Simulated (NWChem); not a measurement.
Program: NWChem. System: CH₃ (+1), charge 1, spin multiplicity 1, at a geometry optimised with PBE0/def2-SVP. The structure started from a generated list of species. Level: EOM-CCSD/aug-cc-pVDZ, 1 core orbitals frozen.

Job file:

```
start mol
memory heap 100 mb stack 700 mb global 1900 mb
charge 1
geometry units angstroms nocenter noautoz
  C      0.000000     0.000000    -0.000000
  H      0.000000     0.000000     1.104067
  H     -0.956152     0.000000    -0.552033
  H      0.956152     0.000000    -0.552033
  symmetry group C2v
end
basis spherical
  * library aug-cc-pvdz
end
scf
  rhf
  nopen 0
  maxiter 100
  thresh 1e-7
  semidirect memsize 60000000 filesize 0
end
tce
  freeze core 1
  ccsd
  nroots 1
  2eorb
  2emet 13
  thresh 1e-5
  maxiter 200
  tilesize 24
end
task tce energy
```

NWChem printed:

```
             Northwest Computational Chemistry Package (NWChem) 7.3.0
             --------------------------------------------------------

                                NWChem Input Module
                                -------------------

 Scaling coordinates for geometry "geometry" by  1.889725989
 (inverse scale =  0.529177249)

 Turning off AUTOSYM since
 SYMMETRY directive was detected!

                             Geometry "geometry" -> ""
                             -------------------------

 Output coordinates in angstroms (scale by  1.889725989 to convert to a.u.)

  No.       Tag          Charge          X              Y              Z
 ---- ---------------- ---------- -------------- -------------- --------------
    1 C                    6.0000     0.00000000     0.00000000     0.00000000
    2 H                    1.0000     0.00000000     0.00000000     1.10406700
    3 H                    1.0000    -0.95615200     0.00000000    -0.55203300
    4 H                    1.0000     0.95615200     0.00000000    -0.55203300

 Effective nuclear repulsion energy (a.u.)       9.4575269422

            Nuclear Dipole moment (a.u.)
            ----------------------------
        X                 Y               Z
 ---------------- ---------------- ----------------
     0.0000000000     0.0000000000     0.0000018897

      Symmetry information
      --------------------

 Group name             C2v
 Group number             16
 Group order               4
 No. of unique centers     3

      Symmetry unique atoms

     1    2    3


 Summary of "ao basis" -> "" (spherical)
 ------------------------------------------------------------------------------
       Tag                 Description            Shells   Functions and Types
 ---------------- ------------------------------  ------  ---------------------
 *                        aug-cc-pvdz                 on all atoms

 Summary of "ao basis" -> "ao basis" (spherical)
 ------------------------------------------------------------------------------
       Tag                 Description            Shells   Functions and Types
 ---------------- ------------------------------  ------  ---------------------
 C                        aug-cc-pvdz                9       23   4s3p2d
 H                        aug-cc-pvdz                5        9   3s2p

                                 NWChem SCF Module
                                 -----------------

  ao basis        = "ao basis"
  functions       =    50
  atoms           =     4
  closed shells   =     4
  open shells     =     0
  charge          =   1.00
  wavefunction    = RHF
  use symmetry    = T
  symmetry adapt  = T

 Summary of "ao basis" -> "ao basis" (spherical)
 ------------------------------------------------------------------------------
       Tag                 Description            Shells   Functions and Types
 ---------------- ------------------------------  ------  ---------------------
 C                        aug-cc-pvdz                9       23   4s3p2d
 H                        aug-cc-pvdz                5        9   3s2p

      Symmetry analysis of basis
      --------------------------

        a1         23
        a2          4
        b1         14
        b2          9

 Forming initial guess at       0.1s

      Superposition of Atomic Density Guess
      -------------------------------------

 Sum of atomic energies:         -39.16502583

 Renormalizing density from       9.00 to      8

[...]
 Iteration   9 using    9 trial vectors
   0.0000181404917   0.2227404073834    6.06108     0.1     0.1

 Iteration  10 using   10 trial vectors
   0.0000054283617   0.2227403316711    6.06108     0.1     0.1
 --------------------------------------------------------------
 Iterations converged
 ------------------

 Excited state root  1
 Excitation energy / hartree =        0.222740331671140
                   / eV      =        6.061075392548755
 largest EOMCCSD amplitudes: R1 and R2

 Singles contributions
     5b2  (alpha) ---     3b1  (alpha)       -0.9342074563
     9b2  (alpha) ---     3b1  (alpha)        0.1810611950

 Doubles contributions

 =========================================
 Excited-state calculation ( b1  symmetry)
 =========================================
 Dim. of EOMCC iter. space      500

 EOMCCSD SOLVER TYPE  1
  maxdiff =   0.81313602601220625

 No. of initial right vectors    1

 EOM-CCSD right-hand side iterations
 --------------------------------------------------------------
      Residuum       Omega / hartree  Omega / eV    Cpu    Wall
 --------------------------------------------------------------

 Iteration   1 using    1 trial vectors
   0.4156431460855   0.6622220718242   18.01999     0.1     0.1

 Iteration   2 using    2 trial vectors
   0.1067165347500   0.5880089652346   16.00054     0.1     0.1

 Iteration   3 using    3 trial vectors
   0.1002301704115   0.5697106683626   15.50262     0.1     0.1

 Iteration   4 using    4 trial vectors
   0.0423392874439   0.5615068976452   15.27939     0.1     0.1

 Iteration   5 using    5 trial vectors
   0.0265417051242   0.5590446296062   15.21238     0.1     0.1

 Iteration   6 using    6 trial vectors
   0.0257108420634   0.5581966340710   15.18931     0.1     0.1

 Iteration   7 using    7 trial vectors
   0.0185919141587   0.5581390850147   15.18774     0.1     0.1

 Iteration   8 using    8 trial vectors
   0.0195134266679   0.5577772667430   15.17790     0.1     0.1

 Iteration   9 using    9 trial vectors
   0.0377533521507   0.5574283447284   15.16840     0.1     0.1

 Iteration  10 using   10 trial vectors
   0.0311154198830   0.5565594640193   15.14476     0.1     0.1

 Iteration  11 using   11 trial vectors
   0.0153278024443   0.5556719922794   15.12061     0.1     0.1

 Iteration  12 using   12 trial vectors
   0.0101006874545   0.5556005115571   15.11867     0.1     0.1

 Iteration  13 using   13 trial vectors
   0.0064305476528   0.5556336781829   15.11957     0.1     0.1

 Iteration  14 using   14 trial vectors
   0.0035589788556   0.5556183555707   15.11915     0.1     0.1

 Iteration  15 using   15 trial vectors
   0.0016493336180   0.5556092206196   15.11890     0.1     0.1

 Iteration  16 using   16 trial vectors
   0.0009547111522   0.5556060839076   15.11882     0.1     0.1

 Iteration  17 using   17 trial vectors
   0.0006844836167   0.5555995807752   15.11864     0.1     0.1

 Iteration  18 using   18 trial vectors
   0.0004886720185   0.5555935898156   15.11848     0.1     0.1

 Iteration  19 using   19 trial vectors
   0.0002473464807   0.5555916312954   15.11842     0.1     0.1

 Iteration  20 using   20 trial vectors
   0.0001109510303   0.5555904554412   15.11839     0.1     0.1

 Iteration  21 using   21 trial vectors
   0.0000442991490   0.5555902566442   15.11839     0.1     0.1

 Iteration  22 using   22 trial vectors
   0.0000157857309   0.5555904313308   15.11839     0.1     0.1

 Iteration  23 using   23 trial vectors
   0.0000055317888   0.5555904665010   15.11839     0.1     0.1
 --------------------------------------------------------------
 Iterations converged
 ------------------

 Excited state root  1
 Excitation energy / hartree =        0.555590466501003
                   / eV      =       15.118392253342574
 largest EOMCCSD amplitudes: R1 and R2

 Singles contributions
     6a1  (alpha) ---     3b1  (alpha)       -0.6386297728
    12a1  (alpha) ---     3b1  (alpha)        0.2821885003
    13a1  (alpha) ---     3b1  (alpha)       -0.2240054944

 Doubles contributions
     5b2  (alpha)     5b2  (beta ) ---     2a1  (alpha)     3b1  (beta )        0.1278733874
     5b2  (alpha)     5b2  (beta ) ---     4a1  (alpha)     3b1  (beta )        0.3967180151
     5b2  (alpha)     5b2  (beta ) ---     3b1  (alpha)     2a1  (beta )        0.1278733874
     5b2  (alpha)     5b2  (beta ) ---     3b1  (alpha)     4a1  (beta )        0.3967180151

 =========================================
 Excited-state calculation ( b2  symmetry)
 =========================================
 Dim. of EOMCC iter. space      500

 EOMCCSD SOLVER TYPE  1
  maxdiff =   0.65991012886886324

 No. of initial right vectors    1

 EOM-CCSD right-hand side iterations
 --------------------------------------------------------------
      Residuum       Omega / hartree  Omega / eV    Cpu    Wall
 --------------------------------------------------------------

 Iteration   1 using    1 trial vectors
   0.5020175860136   0.3190037366669    8.68054     0.1     0.1

 Iteration   2 using    2 trial vectors
   0.1257615811948   0.2329166571793    6.33799     0.1     0.1

 Iteration   3 using    3 trial vectors
   0.0415664619009   0.2238837870527    6.09219     0.1     0.1

 Iteration   4 using    4 trial vectors
   0.0107489804385   0.2227706125130    6.06190     0.1     0.1

 Iteration   5 using    5 trial vectors
   0.0031784251338   0.2227195977217    6.06051     0.1     0.1

 Iteration   6 using    6 trial vectors
   0.0009781683646   0.2227255357321    6.06067     0.1     0.1

 Iteration   7 using    7 trial vectors
   0.0002704692986   0.2227361518973    6.06096     0.1     0.1

 Iteration   8 using    8 trial vectors
   0.0000656361426   0.2227400320821    6.06107     0.1     0.1

 Iteration   9 using    9 trial vectors
   0.0000181597526   0.2227402629184    6.06107     0.1     0.1

 Iteration  10 using   10 trial vectors
   0.0000054459361   0.2227401830052    6.06107     0.1     0.1
 --------------------------------------------------------------
 Iterations converged
 ------------------

 Excited state root  1
 Excitation energy / hartree =        0.222740183005241
                   / eV      =        6.061071347142108
 largest EOMCCSD amplitudes: R1 and R2

 Singles contributions
     5b2  (alpha) ---     4a1  (alpha)       -0.9333829496
     9b2  (alpha) ---     4a1  (alpha)        0.1809014162

 Doubles contributions

 Task  times  cpu:        8.4s     wall:        8.4s

 Total times  cpu:        8.4s     wall:        8.4s
```
